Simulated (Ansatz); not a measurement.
The input, for Ansatz 0.2.0:

```yaml
crystal:
  periodic: [false, false, false]
  atoms:
    - {symbol: Si, position_ang: [-0.129882, 0.000001, 0.755272]}
    - {symbol: B, position_ang: [0.135187, -0.000002, -2.218436]}
    - {symbol: H, position_ang: [1.084534, -1.844049, 1.374750]}
    - {symbol: H, position_ang: [1.084536, 1.844050, 1.374747]}
basis:
  gaussian: {orbitals: STO-3G}
magnetization: {spin_polarized: false, initial_magnetization: 1}
correlation: {method: bccd_t, electrons: valence}
accuracy: high
scf: {omitted_lower_state_checks: [cluster_reference]}
```

```sh
$ ansatz run in.yaml --threads 1 --pin off --events-out ev --progress --plain --max-ram 2393MiB
```

Output:

```
these checks for a lower state are left out or cut short: cluster_reference
259 factors; integrals over basis functions are off by at most 2.1e-8 eV
mean field evaluation 1: about -8444.8973 eV, gradient 1.7e1 eV
mean field evaluation 2: about -8444.9303 eV, gradient 1.7e1 eV
mean field evaluation 4: about -8448.7860 eV, gradient 3.1e0 eV
mean field evaluation 8: about -8448.6293 eV, gradient 2.3e0 eV
mean field evaluation 16: about -8450.1185 eV, gradient 1.6e-4 eV
mean field evaluation 32: about -8437.8418 eV, gradient 2.1e1 eV
mean field evaluation 64: about -8449.9760 eV, gradient 4.3e-1 eV
mean field evaluation 96: about -8450.1178 eV, gradient 1.0e-1 eV
mean field evaluation 128: about -8449.8442 eV, gradient 2.4e-2 eV
mean field -8450.11847166 eV, -310.5361261376 hartree, gradient 6.0e-9 eV, S^2 0.750000; 15 other end points of the search recorded, 0 dependent functions left out
6 core orbitals not correlated: weight in the atoms' cores, before any rotation towards them, 1.000 or more for the frozen orbitals, at most 0.000 for the correlated occupied ones
reference -8450.11847166 eV, -310.5361261376 hartree; 5, 4 occupied and 5, 6 virtual orbitals, 259 factors
second order -2.87119247 eV of doubles, -0.00610012 eV of singles
cycle   1  -4.00555311 eV  change    -1.1e0 eV  update   1.6e-1
...
cycle  59  -5.09429187 eV  change    1.8e-9 eV  update   2.3e-8
cycle  60  -5.09429187 eV  change  -3.5e-11 eV  update   1.8e-8
cycle  61  -5.09429188 eV  change   -9.2e-9 eV  update   1.4e-8
cycle  62  -5.09429188 eV  change   -1.5e-9 eV  update   9.6e-9
cycle  63  -5.09429188 eV  change    1.0e-9 eV  update   6.4e-9
cycle  64  -5.09429188 eV  change    3.5e-9 eV  update   3.9e-9
cycle  65  -5.09429188 eV  change  -4.8e-10 eV  update   2.6e-9
cycle  66  -5.09429188 eV  change   1.4e-10 eV  update   1.7e-9
cycle  67  -5.09429188 eV  change  -4.0e-10 eV  update   1.1e-9
cycle  68  -5.09429188 eV  change  -7.2e-10 eV  update  8.1e-10
perturbative correction -0.05768911 eV, -0.0021200358 hartree
Total energy: -8455.27045266 eV, -310.7254579469 hartree
Checks for a lower state left out: cluster_reference
```

Ran on 1 thread of Intel Xeon 6975P-C, shared host: 0.84 s wall, 0.17 GiB peak host memory.
